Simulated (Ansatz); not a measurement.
# Al(H2S)H3 (AlH₅S): the relaxed shape and its frontier levels

Aim: characterise Al(H2S)H3 (AlH₅S) as a singlet: its structure, frontier levels and distribution of charge.

Method: RKS PBE0-D4/def2-TZVP; program: Ansatz 0.2.0, Gaussian basis.

Levels to be run: relaxation at PBE0-D4/def2-TZVP; a single point at PBE0-D4/def2-TZVP; harmonic vibrations at PBE0-D4/def2-TZVP.

**1. Starting geometry**

7 atoms, charge 0, spin multiplicity 1.

Atoms are counted from 1 here; the program's logs count them from 0.

Bond lengths: Al1–S2 2.471 Å, Al1–H5 1.563 Å, Al1–H6 1.577 Å, Al1–H7 1.563 Å, S2–H3 1.332 Å, S2–H4 1.332 Å. Angles: S2–Al1–H5 96.0°, S2–Al1–H6 92.1°, S2–Al1–H7 95.6°, H5–Al1–H6 118.7°, H5–Al1–H7 120.8°, H6–Al1–H7 118.6°, Al1–S2–H3 90.6°, Al1–S2–H4 90.1°, H3–S2–H4 92.6°.

The start is a GFN2-xTB geometry.

**2. Relaxation at PBE0-D4/def2-TZVP**

File in.yaml:

```yaml
crystal:
  periodic: [false, false, false]
  atoms:
    - {symbol: Al, position_ang: [0.129800, -0.221970, -1.011590]}
    - {symbol: S, position_ang: [0.151830, -0.251940, 1.458910]}
    - {symbol: H, position_ang: [0.512600, 1.030130, 1.485280]}
    - {symbol: H, position_ang: [-1.145480, 0.049310, 1.476400]}
    - {symbol: H, position_ang: [1.682150, -0.187190, -1.188640]}
    - {symbol: H, position_ang: [-0.666140, 1.139260, -1.046260]}
    - {symbol: H, position_ang: [-0.664760, -1.557600, -1.174090]}
basis:
  gaussian: {orbitals: def2-TZVP}
hamiltonian: {xc: pbe0, dispersion: d4}
scf: {omitted_lower_state_checks: [starts]}
output: {orbitals: {seedname: orbitals}}
relax: {f_tol: 0.02, max_steps: 100}
```

Launch:

```
ansatz run in.yaml --threads 2 --pin off --events-out ev --progress --plain --max-ram 31744MiB --backend cpu
```

The runs that follow: Single point, PBE0-D4/def2-TZVP; Harmonic vibrations.

Before running them: what should the planned runs give, taken together? Wanted: point group; commonest bond, hydrogen aside; HOMO, LUMO at PBE0-D4/def2-TZVP; dipole at PBE0-D4/def2-TZVP; lowest, highest wavenumber.

The runs gave:

```
                       quantity                           value
                    point group                              Cs
 commonest bond, hydrogen aside  Al–S, 1 of mean length 2.531 Å
HOMO, LUMO at PBE0-D4/def2-TZVP                 -7.81, -0.64 eV
    dipole at PBE0-D4/def2-TZVP                          3.70 D
     lowest, highest wavenumber                  129, 2724 cm⁻¹
```

In words: The molecule keeps its bonding pattern by the stored test; the atoms moved 0.13 Å (rms). All wavenumbers are real: a minimum at this level. The HOMO lies nearest to H6 57 %; H5, H7 about 15 % each and the LUMO to S2 47 %; H3, H4 about 24 % each. The point group is read from a loosely relaxed geometry; soft torsions can leave it below the true symmetry.
